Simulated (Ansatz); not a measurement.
Ideal-gas functions of `OC(O)(S)S` at 500 K and 1 bar, from an Ansatz frequency run at PBE0-D4/def2-TZVP.

Molar mass 112.18 g/mol, point group C2 (symmetry number 2), electronic degeneracy 1, moments of inertia 124.042, 204.756, 231.791 u Å². Harmonic wavenumbers (cm⁻¹, unscaled): 180, 225, 270, 316, 349, 371, 387, 411, 490, 651, 781, 888, 891, 1045, 1163, 1307, 1342, 2725, 2725, 3782, 3784.

Use S(trans) = R[1.5 ln M + 2.5 ln T − 1.1517]; rotational temperatures θ = 24.2544 K / I; S(rot) = R[ln(√π/σ · √(T³/θAθBθC)) + 1.5]; for each mode x = 1.438777 ν̃/T, S = R[x/(eˣ − 1) − ln(1 − e⁻ˣ)] and H = RT x/(eˣ − 1); 1 cm⁻¹ = 0.0119627 kJ/mol; R = 8.31446 J/(mol·K).

Question: By hand: the entropy, in J/(mol·K).

Answer: Translation 178.5. Rotation: θ = 0.1955, 0.1185, 0.1046 K, giving 114.0. Vibration, mode by mode: 13.88, 12.07, 10.62, 9.39, 8.62, 8.15, 7.84, 7.39, 6.11, 4.21, 3.14, 2.46, 2.44, 1.72, 1.31, 0.94, 0.87, 0.03, 0.03, 0.00, 0.00, in all 101.2. Electronic 0.0. Sum 393.7 J/(mol·K).

Question: By hand: H − E and G − E in kJ/mol, counted from the electronic energy.

Answer: Zero-point energy ½ × 24083 × 0.0119627 = 144.0; thermal vibration 28.7; translation, rotation and pV give 4 RT = 16.6. H − E = 189.3 kJ/mol, and G − E = 189.3 − 500 × 393.7/1000 = -7.5 kJ/mol.

Vibration gives 26 % of the entropy. The sum counts one conformer and one mirror image; others add a mixing term.
